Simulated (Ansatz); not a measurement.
The cluster Mg3H6, relaxed as a singlet with RKS r2SCAN-D4/def2-TZVP in Ansatz, starting from the GFN1-xTB geometry. Force threshold 0.02 eV/Å.

The structure comes from a short search, and lower isomers may exist.

Start:

```xyz
9

Mg    0.3863    1.8221    0.1135
Mg    0.6810   -0.5533   -1.1857
Mg   -1.2300   -1.2565    0.6268
H     1.6557   -0.8420    0.0891
H    -1.4193   -2.3627    1.7076
H     1.3261    2.8343    0.8386
H     0.4853    1.1845   -1.6780
H    -0.8915   -1.4672   -1.2345
H    -0.9936    0.6409    0.7225
```

Estimate the energy that the relaxation releases and the steps that it takes.

0.90 eV, in 10 steps; 12 s on 4 threads of Arm Neoverse V2 on a shared host. No frequencies were taken in this run, so the end may be a saddle point.

Does the start keep its bonding and symmetry?

Bonds formed: Mg1–H4, Mg2–H9, Mg3–H4 (atoms count from 1). The end is the same structure that another start reached, the lowest one found. Point group Cs at the start, C2v at the end, both within 0.05 Å.

Predict the relaxed structure.


Cartesian coordinates in Å:
```
Mg 0.7135 1.4666 0.2528
Mg 0.0367 -0.2826 -1.5740
Mg -0.7368 -1.2926 0.7142
H 1.0244 -0.5107 0.1656
H -1.2903 -2.0711 2.1223
H 1.2109 2.6896 1.3260
H 0.8473 1.2822 -1.7261
H -0.7768 -1.8103 -1.2088
H -1.0288 0.5288 -0.0719
```
Bond lengths (bridged metal pairs left out): 12 × H–Mg 1.70 to 2.01 Å.
